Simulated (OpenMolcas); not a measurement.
# C3H9P (trimethylphosphine): methods side by side

C3H9P: 13 atoms, total charge 0, spin state singlet. SMILES: `CP(C)C`. The shape is that of a PBE0-D4/def2-TZVP optimisation.

Quantity: the dipole moment, in D. The values are calculated.

| level | kind | program | value (D) | CPU time |
| --- | --- | --- | --- | --- |
| HF/6-31G* (spherical functions) | Hartree–Fock | OpenMolcas | 1.34 | 7.3 s |
| BLYP/6-31G* (spherical functions) | GGA | OpenMolcas | 1.38 | 49 s |
| revPBE/6-31G* (spherical functions) | GGA | OpenMolcas | 1.46 | 49 s |
| M06-L/6-31G* (spherical functions) | meta-GGA | OpenMolcas | 1.30 | 63 s |
| BHLYP/6-31G* (spherical functions) | global hybrid | OpenMolcas | 1.35 | 52 s |
| M06-2X/6-31G* (spherical functions) | hybrid meta-GGA | OpenMolcas | 1.32 | 62 s |
| PBE0/6-31G* (spherical functions) | global hybrid | OpenMolcas | 1.45 | 48 s |
| B3LYP/6-31G* (Cartesian functions) | global hybrid | OpenMolcas | 1.38 | 57 s |

The values span 1.30 to 1.46 D. Magnitudes only. Times are those of the runs behind each value, whatever else they computed, on shared processors of several kinds: orders of magnitude only.
